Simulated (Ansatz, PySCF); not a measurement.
System: methyl chloride, CH₃Cl (charge 0, singlet). SMILES: CCl
Coordinates optimised at B3LYP-D3(BJ)/def2-TZVP (Ansatz, an electronic-structure program):
```xyz
5

C      0.0082     0.0133    -1.1337
Cl    -0.0048    -0.0077     0.6605
H      0.0175     1.0478    -1.4634
H      0.8997    -0.5040    -1.4752
H     -0.8852    -0.4920    -1.4879
```

Quantity: vertical triplet-singlet gap (E(triplet) - E(singlet); each state is the SCF solution reached for its spin; the molecule has degenerate orbitals, so one determinant may break the symmetry), in kcal/mol. Valence correlation only, unless marked. UHF or UKS for open shells. Spin-orbit coupling is left out. No relativistic terms. CBS(X,Y): correlation extrapolated as X^-3; Hartree-Fock from the larger set. [CCSD(T)-MP2]/basis is that difference in the basis named.

RI-MP2/CBS(aug-cc-pV(T+d)Z,aug-cc-pV(Q+d)Z)+[CCSD(T)-MP2]/aug-cc-pV(T+d)Z (Ansatz) gives 156.0 kcal/mol.

Q: Another calculation gave 148.2 kcal/mol. Which level was it?
A. B3LYP/def2-TZVPD (Ansatz)
B. M06-2X/def2-TZVPD (PySCF)
C. CAM-B3LYP/def2-TZVPD (Ansatz)
D. PBE/def2-TZVPD (Ansatz)

A: A, B3LYP/def2-TZVPD (Ansatz). The others give 151.1 (CAM-B3LYP), 156.2 (M06-2X), 143.9 (PBE) kcal/mol.
